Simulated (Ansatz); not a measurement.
# OF2+ (doublet): from Hartree-Fock to the top rungs, cc-pVDZ

An exercise on one series of results from a longer session: the logs are not shown, and one member is left open.

The runs use Ansatz 0.2.0, Gaussian basis; cc-pVDZ, core rule «outside noble gas», up to 3 orbitals frozen.

Plan: UHF; CCSD(T) on ROHF; CCSD(T) on UHF; BCCD(T) on ROHF; CISD; CCSDT(Q) on ROHF; CCSDT(Q) on UHF; CASSCF and MRCISD+Q, 15 electrons in 10 orbitals; CASSCF and NEVPT2, 15 electrons in 10 orbitals.

15 further runs of the same task are left out: 4 that didn't finish, 11 set aside as unsound or not needed.

### The geometry

The geometry is a PBE0/def2-TZVP stationary point (not a proven minimum) of the parent state, kept for this charge and spin.

3 atoms, charge 1, spin multiplicity 2.

Atoms are counted from 1 here; the program's logs count them from 0.

Bond lengths: F1–O2 1.381 Å, O2–F3 1.381 Å. Angles: F1–O2–F3 103.9°.

Set-up of the first run:

The input, in.yaml:

```yaml
crystal:
  periodic: [false, false, false]
  atoms:
    - {symbol: F, position_ang: [0.000000, -0.252138, 1.087310]}
    - {symbol: O, position_ang: [0.000000, 0.598800, 0.000000]}
    - {symbol: F, position_ang: [0.000000, -0.252138, -1.087310]}
basis:
  gaussian: {orbitals: cc-pVDZ}
total_charge: 1
magnetization: {spin_polarized: true, initial_magnetization: 1}
hamiltonian: {xc: hf}
output: {orbitals: {seedname: orbitals}}
```

The run is started by

```
> ansatz run in.yaml --threads 1 --pin off --events-out ev --progress --plain --max-ram 2393MiB
```

Steps of the session up to this table: UHF; CCSD(T) on ROHF; CCSD(T) on UHF; BCCD(T) on ROHF; CISD; CCSDT(Q) on ROHF; CCSDT(Q) on UHF; CASSCF and MRCISD+Q, 15 electrons in 10 orbitals; CASSCF and NEVPT2, 15 electrons in 10 orbitals.

One table of the session follows, with a row left open; its other results are not shown here.

```
          method  from RCCSDT(Q) (meV)
            ROHF              +17040.2
             UHF              +16559.2
            RMP2               +1641.9
            UMP2               +2684.2
            CISD               +2713.7
           RCCSD                +743.3
           UCCSD                +759.6
        RCCSD(T)                +169.6
        UCCSD(T)                +192.9
         BCCD(T)                +161.4
          RCCSDT                +107.1
          UCCSDT                +108.9
       RCCSDT(Q)                     0
       UCCSDT(Q)                     ?
  CASSCF valence              +12239.6
  NEVPT2 valence               +1375.4
  MRCISD valence               +1054.4
MRCISD+Q valence                +171.9
```

Estimate the missing values for UCCSDT(Q).

**Answer.** from RCCSDT(Q) (meV): -12.7. In the column «from RCCSDT(Q) (meV)» it is the lowest.

Caveats from the session: Warnings: spin contamination; large T1 diagnostic. Restricted and unrestricted rows rest on different reference determinants; where their highest levels disagree by more than a few hundredths of an eV, they describe different states and don't form one ladder.
